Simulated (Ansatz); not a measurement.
**SiO2 (silicon dioxide molecule): levels of theory compared**

Wanted: a comparison of 6 runs (BLYP/STO-3G, UPBE/STO-3G, revPBE/STO-3G, BCCD(T)/STO-3G, CCSDT/STO-3G, FCI/STO-3G) of SiO2 (silicon dioxide molecule). 

Program for the calculation: Ansatz 0.2.0.

35 further runs of the same task are left out: 5 that didn't finish, 30 set aside as unsound or not needed.

### Step 1. Starting point

SiO2 has 3 atoms, charge 0, and is taken as a singlet. As SMILES, `O=[Si]=O`. The Si2–O1 distance was set to 3.012 Å, away from the relaxed value. At this shape a bond of the SMILES string is far longer than usual.

Bond lengths: Si2–O3 1.506 Å. A long bond or contact: O1–Si2 3.012 Å.

### Step 2. The energy at BLYP/STO-3G (run 1)

Contents of run.yaml:

```yaml
crystal:
  periodic: [false, false, false]
  atoms:
    - {symbol: O, position_ang: [1.395475, 2.459209, 1.037524]}
    - {symbol: Si, position_ang: [-0.000010, 0.000000, -0.000000]}
    - {symbol: O, position_ang: [-0.697730, -1.229610, -0.518760]}
basis:
  gaussian: {orbitals: STO-3G}
total_charge: 0
hamiltonian: {xc: {name: BLYP}}
accuracy: high
```

Started as:

```
$ ansatz run run.yaml --threads 1 --pin off --max-ram 3480MiB --events-out events.jsonl --progress --plain --runs-dir runs
```

Standard output:

```text
Warning: RAYON_NUM_THREADS=1 ignored (pool sized by the plan → 1); use --threads N
Functional definition: BLYP
  name "BLYP"
  parameter beta = 0.0042
  parameter a = 0.04918
  parameter b = 0.132
  parameter c = 0.2533
  parameter d = 0.349
  exchange = b88_x(beta = beta)
  correlation = lyp_c(a = a, b = b, c = c, d = d)
304 factors; integrals over basis functions are off by at most 2.2e-8 eV
mean field evaluation 1: about -11802.4465 eV, gradient 5.1e1 eV
mean field evaluation 2: about -11604.4807 eV, gradient 3.5e1 eV
mean field evaluation 4: about -11744.6985 eV, gradient 7.2e1 eV
mean field evaluation 8: about -11813.8902 eV, gradient 7.0e-2 eV
mean field evaluation 16: about -11813.2717 eV, gradient 2.1e0 eV
mean field evaluation 32: about -11813.3500 eV, gradient 8.3e-1 eV
mean field -11813.87150281 eV, -434.1517699986 hartree, gradient 2.1e-8 eV, S^2 0.000000; 5 other end points of the search recorded, 0 dependent functions left out
reference -11813.87153301 eV, -434.1517711084 hartree; 15, 15 occupied and 4, 4 virtual orbitals, 304 factors
Total energy: -11813.87153301 eV, -434.1517711084 hartree
```

It took 1.6 s on 1 thread of Arm Neoverse V2, shared host.

### Step 3. A single-point energy at UPBE/STO-3G (run 2)

Changes to run.yaml since step 2:

```diff
@@ -8,4 +8,4 @@
   gaussian: {orbitals: STO-3G}
-total_charge: 0
-hamiltonian: {xc: {name: BLYP}}
+magnetization: {spin_polarized: true, initial_magnetization: 0}
+hamiltonian: {xc: pbe}
 accuracy: high
```

Started as:

```
$ ansatz run run.yaml --threads 1 --pin off --max-ram 3480MiB --events-out events.jsonl --progress --plain --runs-dir runs
```

Standard output, cut to the lines that bear on the results:

```text
Warning: RAYON_NUM_THREADS=1 ignored (pool sized by the plan → 1); use --threads N
Functional definition: PBE
  name "PBE"
[...]
304 factors; integrals over basis functions are off by at most 2.2e-8 eV
[...]
mean field -11809.14618109 eV, -433.9781176282 hartree, gradient 9.4e-9 eV, S^2 0.996749; 9 other end points of the search recorded, 0 dependent functions left out
reference -11809.14618241 eV, -433.9781176769 hartree; 15, 15 occupied and 4, 4 virtual orbitals, 304 factors
Total energy: -11809.14618241 eV, -433.9781176769 hartree
```

It took 25 s on 1 thread of Arm Neoverse V2, shared host; peak memory 0.12 GiB.

Run 3 isn't shown in full; the table further down has it.

### Step 4. A single-point energy at BCCD(T)/STO-3G (run 4)

Contents of molecule.yaml:

```yaml
crystal:
  periodic: [false, false, false]
  atoms:
    - {symbol: O, position_ang: [1.395475, 2.459209, 1.037524]}
    - {symbol: Si, position_ang: [-0.000010, 0.000000, -0.000000]}
    - {symbol: O, position_ang: [-0.697730, -1.229610, -0.518760]}
basis:
  gaussian: {orbitals: STO-3G}
correlation: {method: bccd_t, frozen_orbitals: {O: 1, Si: 5}}
accuracy: high
scf: {omitted_lower_state_checks: [cluster_reference, increment]}
```

Started as:

```
$ ansatz run molecule.yaml --threads 1 --pin off --max-ram 3480MiB --events-out events.jsonl --progress --plain --runs-dir runs
```

Standard output:

```text
Warning: RAYON_NUM_THREADS=1 ignored (pool sized by the plan → 1); use --threads N
[... 15 lines left out ...]
7 core orbitals not correlated: weight in the atoms' cores, before any rotation towards them, 1.000 or more for the frozen orbitals, at most 0.000 for the correlated occupied ones
[... 63 lines left out ...]
Total energy: -11789.49498627 eV, -433.2559495387 hartree
Checks for a lower state left out: cluster_reference, increment
```

It took 0.32 s on 1 thread of Arm Neoverse V2, shared host.

Run 5 isn't shown in full; the table further down has it.

### Step 5. A single-point energy at FCI/STO-3G (run 6)

Contents of in.yaml:

```yaml
crystal:
  periodic: [false, false, false]
  atoms:
    - {symbol: O, position_ang: [1.395475, 2.459209, 1.037524]}
    - {symbol: Si, position_ang: [-0.000010, 0.000000, -0.000000]}
    - {symbol: O, position_ang: [-0.697730, -1.229610, -0.518760]}
basis:
  gaussian:
    orbitals: STO-3G
correlation:
  method: fci
  frozen_orbitals: {O: 1, Si: 5}
accuracy: high
```

Started as:

```
$ ansatz run in.yaml --threads 1 --pin off --max-ram 3480MiB --events-out events.jsonl --progress --plain --runs-dir runs
```

Standard output, cut to the lines that bear on the results:

```text
Warning: RAYON_NUM_THREADS=1 ignored (pool sized by the plan → 1); use --threads N
Functional definition: HF
  name "HF"
[...]
304 factors; integrals over basis functions are off by at most 2.2e-8 eV
[...]
mean field -11784.26865117 eV, -433.0638852665 hartree, gradient 9.5e-9 eV, S^2 0.000000; 8 other end points of the search recorded, 0 dependent functions left out; unrestricted orbitals would lower it
[...]
determinant -11784.26865117 eV, -433.0638852665 hartree, with singles and doubles -11788.66635708 eV, -433.2254979776 hartree
determinant -11784.06263842 eV, -433.0563144375 hartree, with singles and doubles -11788.59711814 eV, -433.2229534935 hartree
determinant -11784.26865117 eV, -433.0638852665 hartree, with singles and doubles -11789.03467067 eV, -433.2390332523 hartree
determinant -11784.06263842 eV, -433.0563144375 hartree, with singles and doubles -11788.91611329 eV, -433.2346763489 hartree
unrestricted determinant -11786.76146907 eV, -433.1554946346 hartree, S^2 1.2730
7 core orbitals not correlated: weight in the atoms' cores, before any rotation towards them, 1.000 or more for the frozen orbitals, at most 0.000 for the correlated occupied ones
reference -11784.26865117 eV, -433.0638852665 hartree; 8, 8 occupied and 4, 4 virtual orbitals, 304 factors
state -11789.49030743 eV, -433.2557775945 hartree
Total energy: -11789.49030743 eV, -433.2557775945 hartree
```

It took 1.7 s on 1 thread of Arm Neoverse V2, shared host.

### Step 6. The series

```csv
run,level,frozen core orbitals,energy (Eh),wall time
1,BLYP/STO-3G,–,-434.151771,1.6 s
2,UPBE/STO-3G,–,-433.978118,25 s
3,revPBE/STO-3G,–,-434.122917,1.4 s
4,BCCD(T)/STO-3G,7,-433.255950,0.32 s
5,CCSDT/STO-3G,7,-433.257110,0.56 s
6,FCI/STO-3G,7,-433.255778,1.7 s
```

### Step 7. Results

| quantity | value |
| --- | --- |
| run 6: total energy | -433.25578 Eh |
| run 6: correlation energy (7 core orbitals frozen) | -191.9 mEh |

In words: Against full CI in this basis: BCCD(T) -0.2 mEh; CCSDT -1.3 mEh. Totals of different functionals can't be ranked against each other. In runs 4, 5 the log says that unrestricted orbitals would lower the reference, so the values rest on an unstable closed-shell determinant (other closed-shell runs at this shape may share the fault). In runs 1, 2, 3, 4, 5, 6 the basis is minimal, so the values are rough. In runs 1, 3 a closed-shell determinant meets a far-stretched bond, which it describes badly. Spin contamination of the reference: run 2 ⟨S²⟩ = 1.00. Where it is this large, the reference is a mixture of spin states, and values that rest on it are in doubt. All runs together took 30 s, the longest 25 s.
